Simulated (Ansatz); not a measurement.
# CH3N2 (doublet): the correlation ladder at distance N1–H4 along a hydrogen transfer = 1.433 Å, cc-pVDZ

An exercise on one series of results from a longer session: the logs are not shown, and one member is left open.

Program: Ansatz 0.2.0, Gaussian basis. Level of theory: cc-pVDZ, core rule «outside noble gas», up to 3 orbitals frozen. These are calculated values, not measurements.

The runs, in order: UHF; CCSD(T) on ROHF; CCSD(T) on UHF; BCCD(T) on ROHF; CISD; CCSDT(Q) on ROHF; CCSDT(Q) on UHF; CASSCF and MRCISD+Q, 3 electrons in 3 orbitals; CASSCF and NEVPT2, 3 electrons in 3 orbitals.

## What is computed

The geometry derives from fragments relaxed apart (PBE0/def2-TZVP) and kept rigid, so it is no stationary point. A hydrogen atom is moved between rigid fragments.

6 atoms, charge 0, spin multiplicity 2.

Atoms are counted from 1 here; the program's logs count them from 0.

Bond lengths: N1–H2 1.012 Å, N1–H3 1.012 Å, H4–C6 1.258 Å, N5–C6 1.160 Å. Angles: H2–N1–H3 107.1°, H4–C6–N5 180.0°.

Geometry (Å):

| atom | x (Å) | y (Å) | z (Å) |
| --- | --- | --- | --- |
| N1 | -2.02349 | -0.01324 | -0.02061 |
| H2 | -2.32077 | 0.95459 | -0.02061 |
| H3 | -2.32077 | -0.41554 | 0.85965 |
| H4 | -0.59049 | -0.01324 | -0.02061 |
| N5 | 1.82760 | -0.01324 | -0.02061 |
| C6 | 0.66751 | -0.01324 | -0.02061 |

Set-up of the first run:

in.yaml

```yaml
crystal:
  periodic: [false, false, false]
  atoms:
    - {symbol: N, position_ang: [-2.023486, -0.013242, -0.020610]}
    - {symbol: H, position_ang: [-2.320766, 0.954591, -0.020610]}
    - {symbol: H, position_ang: [-2.320765, -0.415542, 0.859649]}
    - {symbol: H, position_ang: [-0.590486, -0.013242, -0.020611]}
    - {symbol: N, position_ang: [1.827598, -0.013241, -0.020611]}
    - {symbol: C, position_ang: [0.667514, -0.013241, -0.020611]}
basis:
  gaussian: {orbitals: cc-pVDZ}
magnetization: {spin_polarized: true, initial_magnetization: 1}
hamiltonian: {xc: hf}
output: {orbitals: {seedname: orbitals}}
```

On the command line:

```bash
ansatz run in.yaml --threads 1 --pin off --events-out ev --progress --plain --max-ram 2816MiB --backend cpu
```

Steps of the session up to this table: UHF; CCSD(T) on ROHF; CCSD(T) on UHF; BCCD(T) on ROHF; CISD; CCSDT(Q) on ROHF; CCSDT(Q) on UHF; CASSCF and MRCISD+Q, 3 electrons in 3 orbitals; CASSCF and NEVPT2, 3 electrons in 3 orbitals.

One of the session's tables, all rows but one given; the rest of the session is left out.

It belongs to the step «Misses and costs». 

```
       method  from UCCSDT(Q) (meV)
         ROHF              +13335.9
          UHF              +13203.0
         RMP2               +1246.9
         UMP2               +1288.2
         CISD               +2015.8
        RCCSD                +520.9
        UCCSD                +517.6
     RCCSD(T)                 +68.7
     UCCSD(T)                 +69.6
      BCCD(T)                 +67.2
       RCCSDT                 +50.2
       UCCSDT                 +49.5
    RCCSDT(Q)                     ?
    UCCSDT(Q)                     0
  CASSCF pair              +12584.8
  NEVPT2 pair               +1278.6
  MRCISD pair               +1803.5
MRCISD+Q pair                +380.2
```

Estimate the missing values for RCCSDT(Q).

**Answer.** from UCCSDT(Q) (meV): +1.7. In the column «from UCCSDT(Q) (meV)» it lies between UCCSDT(Q) (0) and UCCSDT (+49.5).

Caveats from the session: Restricted and unrestricted rows rest on different reference determinants; where their highest levels disagree by more than a few hundredths of an eV, they describe different states and don't form one ladder.
